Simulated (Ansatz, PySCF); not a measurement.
This PySCF input computes a B3LYP/def2-TZVPD energy:

```python
from pyscf import gto, scf, dft

mol = gto.M(
    atom='''
    N    -0.00000000   -0.00000000   -0.12998002
    H     0.00000000    0.00000000    0.90986017
    ''',
    basis='def2-tzvpd',
    charge=0,
    spin=0,
    verbose=4,
)

mf = dft.RKS(mol, xc='b3lyp').density_fit(auxbasis='def2-universal-jkfit')
mf.grids.level = 3
mf.conv_tol = 1e-9
mf.max_cycle = 100
mf.max_memory = 1500
mf.kernel()
if not mf.converged:
    mf = mf.newton()
    mf.kernel(mf.make_rdm1())
mf.analyze()
```

Problem. Write an input for the same energy in Ansatz (an electronic-structure program) and say what it gives.

Solution. 
Ansatz 0.2 input:
```yaml
crystal:
  periodic: [false, false, false]
  atoms:
    - {symbol: N, position_ang: [-0.00000000, -0.00000000, -0.12998002]}
    - {symbol: H, position_ang: [0.00000000, 0.00000000, 0.90986017]}
basis:
  gaussian:
    orbitals: def2-TZVPD
hamiltonian:
  xc: {name: B3LYP}
output: {forces: true}
```
It gives -55.16537 Eh, and PySCF -55.16538 Eh, a difference of 0.01 mEh.

This is an excited singlet: at this geometry the triplet lies 1.85 eV lower at CCSD(T)/CBS(aug-cc-pVTZ,aug-cc-pVQZ).
